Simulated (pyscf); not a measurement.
Structures and frequencies: ωB97X-D3(BJ)/def2-SVP in PySCF.

Problem. Estimate by transition-state theory the rate constant of H₂O + HO–P•–OH -> HO–P(OH)–OH + H• (doublet surface; H–O broken, O–P formed) at 600 K, with ωB97M-D3(BJ)/def2-TZVP energies (ideal gas, 1 atm, RRHO with modes under 100 cm⁻¹ raised to 100, one conformer, R ln 2 for rigid chiral ones; no tunnelling).

Solution. The electronic barrier is 38.7 kcal/mol and the thermal terms add +17.6, so ΔG‡ = 56.4 kcal/mol. With k_BT/h = 1.25e+13 s⁻¹ and RT = 1.192 kcal/mol, and a volume of 8.18e-20 cm³ per molecule at 1 atm, k = 3.0e-27 cm³ molecule⁻¹ s⁻¹. Wigner's tunnelling factor for 1837i cm⁻¹ would be 1.81, likely too low at so high a frequency. A shift of 1 kcal/mol in the barrier changes k by a factor 2.3. On the reactant side the descent ends in a bound adduct, 8.2 kcal/mol under the separated species and 49.7 kcal/mol under the saddle at ωB97X-D3(BJ)/def2-TZVP. At ωB97X-D3(BJ) the barrier from the zero used here is 41.5 kcal/mol. This is the saddle that the search found; another between the same sides may lie lower. The angle at the attacked O is 156°.
